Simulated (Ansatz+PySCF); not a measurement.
A calculation with PySCF 2.14.0.

```python
from pyscf import gto, scf, cc

mol = gto.M(atom="""
C -0.009810 -0.410180 -0.053480
O -0.001680 -0.392650 1.144140
N -0.004140 0.681430 -0.845330
H 0.006960 -1.358210 -0.647160
H 0.009830 0.595200 -1.861130
H -0.007700 1.607430 -0.432150
""", basis='def2-svp', charge=0, spin=0)
mf = scf.RHF(mol)
mf.kernel()
mycc = cc.CCSD(mf, frozen=3).run()
et = mycc.ccsd_t()
print(mf.e_tot, mycc.e_corr, et, mycc.e_tot + et)
```

The script is written out from the run's settings.

Results

- Converged: yes
- Reference energy: -168.80638 hartree
- CCSD correlation energy: -0.49956 hartree
- Triples correction: -0.01506 hartree
- Total energy: -169.32100 hartree
